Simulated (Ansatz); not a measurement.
Basis-set extrapolation for C₈H₁₈, SMILES `CCCCCC(C)C` (PBE0-D4/def2-TZVP geometry, frozen core, the Gaussian-basis code of Ansatz). Multiplicity 1, RHF reference.

|  | def2-TZVPP | def2-QZVPP |
| --- | --- | --- |
| HF | -313.550322 | -313.565217 |
| MP2 correlation | -1.418205 | -1.505252 |
| CCSD(T) correlation | -1.568284 | not run |

Energies in hartree. Use E(X) = E(∞) + A·exp(−7.88·√X) for Hartree–Fock and E(X) = E(∞) + B·X^(−2.97) for correlation, with X = 3 and 4, and add CCSD(T) minus MP2 of the smaller set to the MP2 limit.

**Question.** What is the CCSD(T) energy at the basis-set limit?

**Answer.** HF limit: -313.565217 + (-0.014895) × 0.13774 = -313.56727. MP2 limit: -1.505252 + (-0.087047) × 0.74074 = -1.56973. Higher-order term: -1.568284 − (-1.418205) = -0.15008. Total: -315.28708 hartree, 4.58 eV below CCSD(T)/def2-TZVPP.
